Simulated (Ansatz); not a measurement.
HgS (P3₂21, No. 154): smallest direct gap on the k points sampled by level of theory

No measured value is used here.

| level (code) | value (eV) |
|---|---|
| LDA+SOC (Ansatz) | 1.32 |
| PBE+SOC (Ansatz) | 1.45 |
| PBEsol+SOC (Ansatz) | 1.38 |
| RPBE (Ansatz) | (withheld) |
| B3LYP (VWN-RPA form) (Ansatz) | 2.64 |
| HSE06+SOC (Ansatz) | 2.31 |
| PBE0 (Ansatz) | 2.97 |
| Hartree–Fock (Ansatz) | (withheld) |

**Question.** What belongs in the gaps?

**Answer.** 
- RPBE (Ansatz, a quantum-chemistry and plane-wave program), value (eV): 1.52
- Hartree–Fock (Ansatz), value (eV): 8.50

Computed values are for a static lattice. Levels without +SOC have no spin–orbit coupling; where heavier elements are present it shifts gaps, mostly down, and can invert bands.  Values are at the measured cell. Cutoffs and k meshes differ between the levels. Ansatz's density-functional and Hartree–Fock values are scalar-relativistic unless marked +SOC, with PAW data made under PBE.
